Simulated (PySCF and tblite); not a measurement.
The numbers below are computed, except where a source is named.
C₃H₅NO, numbered as in [CH3:1][O:2][CH2:3][C:4]#[N:5].

Level: PBE0-D3(BJ)/def2-TZVP//PBE0-D3(BJ)/def2-SVP, thermal terms from GFN2-xTB, symmetry numbers and mirror pairs counted. Conformers within 4 kcal/mol (GFN2-xTB free energy) were kept, 5 at most. Codes: tblite and PySCF.

Rotational constants are equilibrium values for the commonest isotopes; dipoles come from the energy level named.

Torsions listed: C1–O2–C3–C4. Of a mirror pair one member is shown.

| conformer | shape | symmetry | weight % |
| --- | --- | --- | --- |
| 1 | -68° | C1 (pair) | 96.0 |
| 2 | 180° | Cs | 4.0 |

Sets of constants, in random order:

```csv
set,A (MHz),B (MHz),C (MHz),abs μa (D),abs μb (D),abs μc (D)
P,29962,2479,2358,4.17,2.25,0.01
Q,12240,3381,2862,2.74,1.19,1.39
```

Task: Match each set to its conformer.

Result: P is conformer 2, Q is conformer 1.
